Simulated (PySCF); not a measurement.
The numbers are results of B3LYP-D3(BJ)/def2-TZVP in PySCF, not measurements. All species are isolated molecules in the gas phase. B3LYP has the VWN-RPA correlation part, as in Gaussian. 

Reference species (SMILES): `C#N` (neutral, multiplicity 1).

```yaml
dipole_moment: 3.03 D
S1 oscillator strength: 0.000
LUMO: -0.02 eV
```

Changed species: `C(C=O)#N` (X = formyl; the reference has X = H).

Predict the effect on the dipole moment, S1 oscillator strength and LUMO.

the dipole moment decreases by 0.60 D, to 2.43 D; the S1 oscillator strength is nearly the same; the LUMO decreases by 3.34 eV, to -3.36 eV.
